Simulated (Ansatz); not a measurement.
Cl–BH–Cl, quintet in cc-pVDZ: errors against UCCSDT(Q)

Geometry: that of the Cl–BH–Cl, triplet, kept fixed. The triplet lies 8.2 eV lower here.

```csv
atom,x (Å),y (Å),z (Å)
Cl,0.0000,-0.0888,1.6590
B,0.0000,0.4243,0.0000
Cl,0.0000,-0.0888,-1.6590
H,0.0000,1.6986,0.0000
```

Basis cc-pVDZ; Ansatz 0.2.0. Correlated methods freeze the noble-gas cores, which leaves 18 electrons in 44 orbitals. R marks a restricted (for open shells ROHF) determinant, U an unrestricted one. Active spaces: valence = (14e, 11o, short of the full valence) chosen from the atoms' valence shells.

Full CI isn't at hand for all of this; UCCSDT(Q) serves as the reference, and is uncertain by about the last step of the cluster series. The frozen core follows each run's orbitals, which can shift R against U totals by a few meV.

For open shells CISD is restricted-active-space CI with the open shells as a complete middle space.

The UHF ⟨S²⟩ is 6.018. The T1 diagnostic (RCCSD) is 0.0379, the largest doubles amplitude (RCCSD) is 0.054 and the T1 diagnostic (UCCSD) is 0.0351.

```csv
level,E − E(RHF) (eV)
UHF,-0.2937
RMP2,-9.0940
UMP2,-9.0283
RCCSD,-10.2586
UCCSD,-10.2664
RCCSD(T),-10.5467
UCCSD(T),-10.5464
```

(1) Estimate how far UCCSDT(Q) in cc-pVDZ lies from RCCSD(T). The table doesn't fix it; the size of (T) and the diagnostics are the guide.

(1) UCCSDT(Q) in cc-pVDZ lies 8.1 kJ/mol below RCCSD(T), which is 29 % of the (T) step (-27.8 kJ/mol). T1 is raised, and the rest is a large part of (T). The miss exceeds 1 kcal/mol.

The other levels:

```tsv
level	E − E(UCCSDT(Q)) (kJ/mol)	share of correlation (%)	wall time
CISD	145.2	85.85	76 s
BCCD(T)	6.9	99.33	16 s
RCCSDT	2.8	99.73	–
UCCSDT	2.7	99.74	–
RCCSDT(Q)	0.2	99.98	4.6 min
CASSCF (valence space)	922.5	10.06	–
NEVPT2 (valence space)	167.0	83.71	6.5 s
MRCISD (valence space)	113.7	88.92	–
MRCISD+Q (valence space)	15.9	98.45	13 s
```

The correlation energy at UCCSDT(Q), counted from RHF, is -10.631 eV. That run took 1.9 min on 1 thread of Arm Neoverse V2, shared host.

Times hold each run's SCF and search for its determinant on a shared host, so for small cases they say little of a method's own cost; they ran on 1 thread of Arm Neoverse V2.

Natural occupations of CASSCF (valence space) about the gap: 1.983 1.953 1.020 1.013 1.006 0.990 0.026 0.025; effectively unpaired electrons, Σ n²(2−n)², 4.01.
